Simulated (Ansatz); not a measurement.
# PH₂+ (singlet): the correlation ladder at angle H2–P1–H3 = 157.8°, cc-pVDZ

Aim: climb from Hartree-Fock through coupled cluster and multireference methods for PH₂+ (singlet) at one geometry and basis, and see what each rung misses.

Computed with Ansatz 0.2.0, Gaussian basis. Level: cc-pVDZ, core rule «outside noble gas», up to 5 orbitals frozen.

The runs, in order: UHF; CCSD(T) on RHF; CCSD(T) on UHF; BCCD(T) on RHF; CISD; CCSDT(Q) on RHF; CCSDT(Q) on UHF; CCSDTQ on RHF; CASSCF and MRCISD+Q, 2 electrons in 2 orbitals; CASSCF and NEVPT2, 2 electrons in 2 orbitals; CASSCF and MRCISD+Q, 6 electrons in 6 orbitals; CASSCF and NEVPT2, 6 electrons in 6 orbitals; Full CI.

9 further runs of the same task are left out: 7 that didn't finish, 2 set aside as unsound or not needed.

## (1) The geometry

The geometry derives from a PBE0/def2-TZVP stationary point (not a proven minimum). One angle is set to the value named; bond lengths are kept.

3 atoms, charge 1, spin multiplicity 1.

Atoms are counted from 1 here; the program's logs count them from 0.

Bond lengths: P1–H2 1.429 Å, P1–H3 1.429 Å. Angles: H2–P1–H3 157.8°.

## (2) UHF

in.yaml reads:

```yaml
crystal:
  periodic: [false, false, false]
  atoms:
    - {symbol: P, position_ang: [0.000000, -0.016813, 0.000000]}
    - {symbol: H, position_ang: [0.000000, 0.258338, -1.402451]}
    - {symbol: H, position_ang: [0.000000, 0.258335, 1.402451]}
basis:
  gaussian: {orbitals: cc-pVDZ}
total_charge: 1
magnetization: {spin_polarized: true, initial_magnetization: 0}
hamiltonian: {xc: hf}
output: {orbitals: {seedname: orbitals}}
```

Command:

```bash
> ansatz run in.yaml --threads 1 --pin off --events-out ev --progress --plain --max-ram 2393MiB
```

After this run come: CCSD(T) on RHF; CCSD(T) on UHF; BCCD(T) on RHF; CISD; CCSDT(Q) on RHF; CCSDT(Q) on UHF; CCSDTQ on RHF; CASSCF and MRCISD+Q, 2 electrons in 2 orbitals; CASSCF and NEVPT2, 2 electrons in 2 orbitals; CASSCF and MRCISD+Q, 6 electrons in 6 orbitals; CASSCF and NEVPT2, 6 electrons in 6 orbitals; Full CI.

**Question.** What will the summary of the whole plan be? Wanted: FCI below the RHF energy; RMP2 from FCI; RCCSD from FCI; RCCSD(T) from FCI; RCCSDT(Q) from FCI; NEVPT2 pair from FCI; MRCISD+Q pair from FCI; T1 diagnostic; effectively unpaired electrons.

The runs gave:

| quantity | value |
| --- | --- |
| FCI below the RHF energy | -3.7895 eV |
| RMP2 from FCI | +1082.6 meV |
| RCCSD from FCI | +191.3 meV |
| RCCSD(T) from FCI | +75.6 meV |
| RCCSDT(Q) from FCI | +2.2 meV |
| NEVPT2 pair from FCI | +899.3 meV |
| MRCISD+Q pair from FCI | -15.4 meV |
| levels within 1 kcal/mol (43 meV) | RCCSDT, RCCSDT(Q), RCCSDTQ, MRCISD+Q pair |
| T1 diagnostic | 0.017 |
| effectively unpaired electrons | 0.79 |

In words: RCCSD(T) lands +75.6 meV from the yardstick (2.0 % of the correlation energy). MRCISD+Q pair falls below full CI: the +Q correction isn't variational, and the cores differ from full CI's. The occupations show some static correlation. Of the multireference levels listed MRCISD+Q pair comes nearest in total energy (-15.4 meV), which doesn't show that its space is the better one. These misses are within one basis, not against nature.
